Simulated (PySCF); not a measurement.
O3, SMILES O=[O+][O-]. The structure is a stationary point at PBE0-D3(BJ)/def2-TZVP. The molecule may have multireference character, which single-reference levels describe poorly.

TDA-PBE/def2-TZVPD (PySCF) puts the lowest singlet excitations at 2.37, 2.53, 6.79, 8.56, 8.69, 8.82 eV and the lowest triplet (TDA) at 1.46 eV.

Question: What are the lowest singlet roots from PySCF with EOM-CCSD/aug-cc-pVDZ? (Estimate from the structure and the level; the computed values follow.)

Answer: 2.51, 2.63, 5.80, 9.66, 9.74, 9.77 eV; triplets 0.00, 1.75, 1.86 eV. S1 differs by 0.14 eV (second minus first; roots are paired by order, and the bases may differ).
